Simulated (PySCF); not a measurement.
## How methods differ on the electron affinity of Al

Al⁻ [Ne] 3s2 3p2 (3P) → Al [Ne] 3s2 3p1 (2P), as a difference of total energies. All numbers are calculated (PySCF 2.14, the non-relativistic Hamiltonian (point nucleus), in aug-cc-pwCVQZ). Correlated levels: nothing frozen. The calculations carry no spin-orbit coupling.

| method | electron affinity (eV) |
| --- | --- |
| UHF | 0.014 |
| MP2 (all electrons) | 0.364 |
| SCS-MP2 (all electrons) | 0.265 |
| CCSD (all electrons) | 0.368 |
| CCSD(T) (all electrons) | 0.420 |

**Question.** How much does correlation contribute at CCSD(T) (all electrons)?

**Answer.** 0.420 − (0.014) = 0.406 eV, measured against UHF.

The reference lies between the lowest fine-structure levels, while these numbers refer to the centres of the terms.

For comparison: 0.433 eV (measured; photodetachment measurements, as compiled on the Wikipedia data page of electron affinities).
